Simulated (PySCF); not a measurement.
Question: Write Cartesian coordinates for InChI=1S/C3HFO/c4-2-1-3(2)5/h1H as optimised with PBE0-D3(BJ)/def2-TZVP.

Answer: 
```
atom  x, y, z in Å
O1    -1.4328   -1.2939    0.7456
C2    -0.6023   -0.5586    0.3126
C3    -0.0959    0.7831    0.0905
C4     0.6162   -0.2471   -0.3532
F5     1.7176   -0.5369   -0.9835
H6    -0.1978    1.8551    0.1928
```

Orientation and origin are arbitrary. Atoms count from 1 in this order. The 5 heavy atoms lie in one plane (0.001 Å rms). The 3 C–C bonds span 1.329 Å (C3–C4, drawn aromatic) to 1.451 Å (C2–C3, drawn aromatic), a spread of 0.122 Å. The 3-membered ring C2–C3–C4 has internal angles of 55.1° to 63.5°.

Bonds between heavy atoms (Å): O1=C2 1.191, C2–C3 1.451, C3–C4 1.329, C4–F5 1.302, C2–C4 1.423.

Computed, not measured: PySCF, PBE0-D3(BJ)/def2-TZVP geometry optimisation, gas phase.

Point group: Cs (every atom within 0.08 Å of its image). Whether it is a minimum is left open (no frequencies).
